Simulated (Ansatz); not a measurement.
**AlH₂+ (triplet): the correlation ladder at scale of all distances = 1.125, aug-cc-pVTZ**

An exercise on one series of results from a longer session: the logs are not shown, and one member is left open.

Computed with Ansatz 0.2.0, Gaussian basis. Level: aug-cc-pVTZ, core rule «outside noble gas», up to 5 orbitals frozen.

Plan: UHF; CCSD(T) on ROHF; CCSD(T) on UHF; BCCD(T) on ROHF; CCSDT(Q) on ROHF; CCSDT(Q) on UHF; CASSCF and NEVPT2, 4 electrons in 6 orbitals; Full CI.

14 further runs of the same task are left out: 1 for a known fault of the program, 12 that didn't finish, 1 set aside as unsound or not needed.

### What is computed

The geometry derives from a PBE0/def2-TZVP stationary point (not a proven minimum). All distances are scaled together.

3 atoms, charge 1, spin multiplicity 3.

Atoms are counted from 1 here; the program's logs count them from 0.

Bond lengths: Al1–H2 1.937 Å, Al1–H3 1.937 Å. Angles: H2–Al1–H3 63.0°.

The first run:

Input file in.yaml:

```yaml
crystal:
  periodic: [false, false, false]
  atoms:
    - {symbol: Al, position_ang: [0.000000, 0.000000, -0.114857]}
    - {symbol: H, position_ang: [0.000000, 1.012026, 1.537308]}
    - {symbol: H, position_ang: [0.000000, -1.012026, 1.537308]}
basis:
  gaussian: {orbitals: aug-cc-pVTZ}
total_charge: 1
magnetization: {spin_polarized: true, initial_magnetization: 2}
hamiltonian: {xc: hf}
output: {orbitals: {seedname: orbitals}}
```

Launch:

```console
> ansatz run in.yaml --threads 1 --pin off --events-out ev --progress --plain --max-ram 2393MiB
```

Steps of the session up to this table: UHF; CCSD(T) on ROHF; CCSD(T) on UHF; BCCD(T) on ROHF; CCSDT(Q) on ROHF; CCSDT(Q) on UHF; CASSCF and NEVPT2, 4 electrons in 6 orbitals; Full CI.

One table of the session follows, with a row left open; its other results are not shown here.

It belongs to the step «Misses and costs». 

```
        method  from FCI (kJ/mol)
          ROHF             +195.0
           UHF             +154.3
          RMP2              +47.1
          UMP2              +52.3
         RCCSD               +5.7
         UCCSD               +4.7
      RCCSD(T)               +1.4
      UCCSD(T)               +1.4
       BCCD(T)               +1.5
        RCCSDT                  ?
        UCCSDT                0.0
     RCCSDT(Q)                0.0
     UCCSDT(Q)               -0.1
CASSCF valence              +73.4
NEVPT2 valence              +21.6
           FCI                  0
```

Estimate the missing values for RCCSDT.

**Answer.** from FCI (kJ/mol): +0.1. In the column «from FCI (kJ/mol)» it lies between FCI (0) and RCCSD(T) (+1.4).

Limits of these values: Levels on UHF freeze UHF's core orbitals, full CI those of ROHF, so the U rows can settle a little off it for that reason alone. Restricted and unrestricted rows rest on different reference determinants; where their highest levels disagree by more than a few hundredths of an eV, they describe different states and don't form one ladder.
